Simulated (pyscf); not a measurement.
Single points on ωB97X-D3(BJ)/def2-SVP structures (PySCF, gas phase).

Question: Estimate by transition-state theory the rate constant of H₂N–SiH₂–F + H• → •HN–SiH₂–F + H₂ (doublet surface; H–N broken, H–H formed) at 298 K, with ωB97M-D3(BJ)/def2-TZVP energies (ideal gas, 1 atm, RRHO with modes under 100 cm⁻¹ raised to 100, one conformer, R ln 2 for chiral ones without a mode under 150 cm⁻¹; no tunnelling).

Answer: The electronic barrier is 18.3 kcal/mol and the thermal terms add +4.6, so ΔG‡ = 22.9 kcal/mol. With k_BT/h = 6.21e+12 s⁻¹ and RT = 0.592 kcal/mol, and a volume of 4.06e-20 cm³ per molecule at 1 atm, k = 3.9e-24 cm³ molecule⁻¹ s⁻¹. Wigner's tunnelling factor for 1129i cm⁻¹ would be 2.24, likely too low at so high a frequency. A shift of 1 kcal/mol in the barrier changes k by a factor 5.4. The same reactants have a lower exit, to H₂N–SiH•–F + H₂ (barrier +6.2 kcal/mol at ωB97M-D3(BJ)/def2-TZVP, against +18.3 kcal/mol here). •HN–SiH₂–F lies 17.7 kcal/mol over its isomer H₂N–SiH•–F (electronic energy, ωB97M-D3(BJ)/def2-TZVP). One saddle was located; it need not be the lowest between these sides. The angle at the transferred H is 158°.
